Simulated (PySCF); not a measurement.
Estimate the missing entries of this data sheet.

Species: CFCl3.
InChI=1S/CCl3F/c2-1(3,4)5

```tsv
property	level	value
point group of the GFN2-xTB geometry	GFN2-xTB	C3v
rotational constants A, B, C of the GFN2-xTB geometry	GFN2-xTB	?
dipole moment	B3LYP/pcSseg-1	?
HOMO energy	B3LYP/pcSseg-1	-8.95 eV
LUMO energy	B3LYP/pcSseg-1	?
13C chemical shifts (computed TMS as zero) by class	GIAO B3LYP/pcSseg-1	?
isotropic shieldings of nuclei other than C and H, by class	GIAO B3LYP/pcSseg-1	166 (1 F), 355 (3 Cl) ppm
```

The electronic properties come from PySCF, for the isolated species, density fitting. The shieldings hold no spin–orbit term; for a carbon that bears several chlorines this term is known to matter.

(1) The rotational constants A, B, C of the GFN2-xTB geometry?

(2) Give the 13C chemical shifts (computed TMS as zero) by class.

(3) The LUMO energy?

(4) Give the dipole moment.

Answers

(1) 2.444, 2.444, 1.709 GHz.

(2) 153.3 (1 C) ppm.

(3) -1.60 eV.

(4) 0.42 D.

With B = h/(8π²I), that is 505.379 GHz u Å² over I, the principal moments of inertia are 206.7, 206.8 and 295.7 u Å² (most abundant isotopes). The rotational constants are those of an oblate symmetric top. Point group C3v permits a dipole; with 0.42 D the species has a pure rotational spectrum. In atomic units the dipole is 0.16 e·bohr (1 au = 2.5417 D).

For the NMR shielding job (B3LYP/pcSseg-1), rough CPU time on one thread of a shared machine: about 4 s.
